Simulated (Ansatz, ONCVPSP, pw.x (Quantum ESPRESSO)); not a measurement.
**What a changed setting does to a pw.x run (fcc Al)**

Potential: optimised norm-conserving Vanderbilt (ONCV), ONCVPSP 4.0.1.1 (patched build), LDA (Perdew-Wang 92); core [Ne], reference 3s2 3p1; waves: 3s: rc 2.15 bohr, ncon 4, nbas 7, qcut 2.7 1/bohr, 3 projectors, debl 1.4 Ha; 3p: rc 1.90 bohr, ncon 3, nbas 8, qcut 5.2 1/bohr, 2 projectors, debl 2.9 Ha; d scattering state at 0.21 Ha: rc 1.90 bohr, ncon 4, nbas 8, qcut 5.1 1/bohr, 2 projectors, debl 3.9 Ha; local part: polynomial inside 1.40 bohr (lpopt 5, dvloc0 2 Ha); core correction: none.

The reference run (k-mesh 14³, cutoffs 55/220 Ry, Fermi–Dirac 0.01 Ry, mixing_beta 0.4, conv_thr 1e-9, no spin) gives -1.17 GPa at 15.842 Å³/atom, where all-electron LAPW gives -0.23 GPa. This run, with its own iteration cap, changes smearing to gauss.

```
&control
  calculation='scf', prefix='x', pseudo_dir='./', outdir='./tmp', tstress=.true., disk_io='none'
/
&system
  ibrav=0, nat=1, ntyp=1, ecutwfc=55, ecutrho=220, nbnd=8,
  occupations='smearing', smearing='gauss', degauss=0.01
/
&electrons
  conv_thr=1e-09, mixing_beta=0.4, electron_maxstep=60
/
ATOMIC_SPECIES
Al 1.0 Al.UPF
CELL_PARAMETERS angstrom
  0.00000000 1.99339488 1.99339488
  1.99339488 0.00000000 1.99339488
  1.99339488 1.99339488 0.00000000
ATOMIC_POSITIONS crystal
Al 0.0000 0.0000 0.0000
K_POINTS automatic
14 14 14 0 0 0
```

```bash
pw.x < Al.scf.in > Al.scf.out
```

Task: How does the run end?

Result: It converges in 5 iterations; the free energy moves by +12.0 meV/atom and the pressure by -0.19 GPa. Gaussian smearing of the same width is narrower in effect than Fermi–Dirac, so its quadratic term in F is smaller.

```
Message from routine setup:
     using ibrav=0 with symmetry is DISCOURAGED, use correct ibrav instead
     lattice parameter (alat)  =       5.3273  a.u.
     unit-cell volume          =     106.9071 (a.u.)^3
     number of electrons       =         3.00
     number of Kohn-Sham states=            8
     kinetic-energy cutoff     =      55.0000  Ry
     charge density cutoff     =     220.0000  Ry
     scf convergence threshold =      1.0E-09
     Exchange-correlation= SLA  PW   NOGX NOGC
     number of k points=   104  Gaussian smearing, width (Ry)=  0.0100
     iteration #  1     ecut=    55.00 Ry     beta= 0.40
     total energy              =      -4.20291611 Ry
     estimated scf accuracy    <       0.00556031 Ry
     iteration #  2     ecut=    55.00 Ry     beta= 0.40
     total energy              =      -4.20261560 Ry
     estimated scf accuracy    <       0.00188418 Ry
     iteration #  3     ecut=    55.00 Ry     beta= 0.40
     total energy              =      -4.20263368 Ry
     estimated scf accuracy    <       0.00000190 Ry
     iteration #  4     ecut=    55.00 Ry     beta= 0.40
     total energy              =      -4.20263401 Ry
     estimated scf accuracy    <       0.00000015 Ry
     iteration #  5     ecut=    55.00 Ry     beta= 0.40
     the Fermi energy is     8.0686 ev
!    total energy              =      -4.20263402 Ry
     estimated scf accuracy    <          8.7E-10 Ry
     smearing contrib. (-TS)   =      -0.00033592 Ry
     The total energy is F=E-TS. E is the sum of the following terms:
     one-electron contribution =       2.88892407 Ry
     hartree contribution      =       0.00674932 Ry
     xc contribution           =      -1.62092303 Ry
     ewald contribution        =      -5.47704847 Ry
     convergence has been achieved in   5 iterations
          total   stress  (Ry/bohr**3)                   (kbar)     P=      -13.63
     Message from routine punch:
     Nothing written, as per user request (disk_io='none')
```

The run took about 8.8 s on one core of a shared host (Neoverse-N1, 64 threads, 124 GiB, load 46).
